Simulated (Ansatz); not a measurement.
Name a neutral molecule of B and H with ideal-gas entropy at 298 K and 1 bar (rigid rotor, harmonic PBE0-D4/def2-TZVP) between 181 and 197 J/(mol·K) and HOMO–LUMO gap (ωB97M-V/def2-TZVPP) between 12.10 and 12.40 eV (Ansatz, PBE0-D4/def2-TZVP geometry).

BH₃ (188 J/(mol·K), 12.28 eV). Other molecules can fit too; these were computed, each in one conformer that needn't be the lowest.
